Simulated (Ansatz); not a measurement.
# Worked example: ideal-gas entropy of C2F4 (tetrafluoroethylene)

A singlet with charge 0, relaxed at HF/6-31G* (Cartesian functions) (Ansatz 0.2.0):

```xyz
6

F     1.1595   -1.1235   -0.7027
C     0.1996   -0.6309    0.0252
F    -0.3355   -1.5067    0.8256
C    -0.1855    0.6095   -0.0406
F     0.3495    1.4853   -0.8410
F    -1.1455    1.1022    0.6873
```

Harmonic wavenumbers in cm⁻¹: 223, 224, 428, 483, 594, 605, 631, 870, 1303, 1502, 1517, 2144.

Masses in u: F 18.998, C 12.011. Take T = 298.15 K, p = 1 bar, R = 8.3145 J/(mol K), kT/hc = 207.22 cm⁻¹, rigid rotor and harmonic oscillator.

**Question.** Compute the standard molar entropy.

**Answer.** 
1. Translation (Sackur–Tetrode): S = R[3/2 ln M + 5/2 ln T − 1.1517] with M = 100.014 gives 166.3 J/(mol K).
2. Rotation: principal moments 89.624, 152.287, 241.910 u Å² give A, B, C = 0.1881, 0.1107, 0.0697 cm⁻¹; the symmetry number is σ = 4; q = (√π/σ)√((kT/hc)³/ABC) = 34696; S = R(ln q + 3/2) = 99.4.
3. Vibration: with u = ν̃/207.22, each mode gives R[u/(eᵘ − 1) − ln(1 − e⁻ᵘ)]; the sum is 29.0, most from 223 cm⁻¹ (8.1), 224 cm⁻¹ (8.1), 428 cm⁻¹ (3.6).
4. Electronic: R ln 1 = 0.0, from the spin multiplicity alone.
5. Sum: 166.3 + 99.4 + 29.0 + 0.0 = 294.7 J/(mol K).

The tabulated value is 300.1 J/(mol K) (CRC Handbook of Chemistry and Physics): the model is off by -5.4. Where a soft mode is a torsion, a harmonic oscillator describes it poorly.
